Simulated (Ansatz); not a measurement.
The input, for Ansatz 0.2.0:

```yaml
crystal:
  periodic: [false, false, false]
  atoms:
    - {symbol: As, position_ang: [0.000000, 0.000000, 0.000000]}
    - {symbol: Mg, position_ang: [0.000000, 0.000000, 2.643200]}
basis:
  gaussian: {orbitals: cc-pVDZ}
magnetization: {spin_polarized: false, initial_magnetization: 3}
correlation: {method: ccsdt_q, electrons: outside_noble_gas, diis_vectors: 12}
scf: {omitted_lower_state_checks: [cluster_reference]}
```

```sh
$ ansatz run in.yaml --threads 1 --pin off --events-out ev --progress --plain --max-ram 2393MiB
```

Log:

```
these checks for a lower state are left out or cut short: cluster_reference
844 factors; integrals over basis functions are off by at most 1.5e-7 eV
mean field evaluation 1: about -66225.9998 eV, gradient 3.8e0 eV
mean field evaluation 2: about -66226.0276 eV, gradient 3.8e0 eV
mean field evaluation 4: about -66226.2956 eV, gradient 8.5e-1 eV
mean field evaluation 8: about -66226.3881 eV, gradient 1.1e-1 eV
mean field evaluation 16: about -66225.5503 eV, gradient 3.2e0 eV
mean field -66226.38819244 eV, -2433.7748762141 hartree, gradient 2.4e-6 eV, S^2 3.750000; 2 other end points of the search recorded, 0 dependent functions left out
19 core orbitals not correlated: weight in the atoms' cores, before any rotation towards them, 1.000 or more for the frozen orbitals, at most 0.000 for the correlated occupied ones
reference -66226.38819244 eV, -2433.7748762141 hartree; 5, 2 occupied and 21, 24 virtual orbitals, 844 factors
second order -2.23590038 eV of doubles, -0.08175203 eV of singles
cycle   1  -2.69887711 eV  change   -3.8e-1 eV  update   7.1e-2
cycle   2  -2.91843521 eV  change   -2.2e-1 eV  update   4.1e-2
cycle   3  -2.98916373 eV  change   -7.1e-2 eV  update   2.8e-2
cycle   4  -3.00009349 eV  change   -1.1e-2 eV  update   1.6e-2
cycle   5  -3.00739841 eV  change   -7.3e-3 eV  update   6.7e-3
cycle   6  -3.00906551 eV  change   -1.7e-3 eV  update   3.4e-3
cycle   7  -3.00859614 eV  change    4.7e-4 eV  update   1.4e-3
cycle   8  -3.00958089 eV  change   -9.8e-4 eV  update   5.9e-4
cycle   9  -3.00960334 eV  change   -2.2e-5 eV  update   2.5e-4
cycle  10  -3.00944727 eV  change    1.6e-4 eV  update   1.1e-4
cycle  11  -3.00950322 eV  change   -5.6e-5 eV  update   5.2e-5
cycle  12  -3.00952147 eV  change   -1.8e-5 eV  update   2.8e-5
cycle  13  -3.00949857 eV  change    2.3e-5 eV  update   1.3e-5
cycle  14  -3.00949342 eV  change    5.1e-6 eV  update   5.2e-6
cycle  15  -3.00949583 eV  change   -2.4e-6 eV  update   1.9e-6
cycle  16  -3.00949648 eV  change   -6.5e-7 eV  update   9.0e-7
cycle  17  -3.00949675 eV  change   -2.7e-7 eV  update   3.7e-7
perturbative correction -0.00645429 eV, -0.0002371907 hartree
Total energy: -66229.40414348 eV, -2433.8857103704 hartree
Checks for a lower state left out: cluster_reference
```

Ran on 1 thread of Intel Xeon, shared host: 9.5 s wall, 0.15 GiB peak host memory.
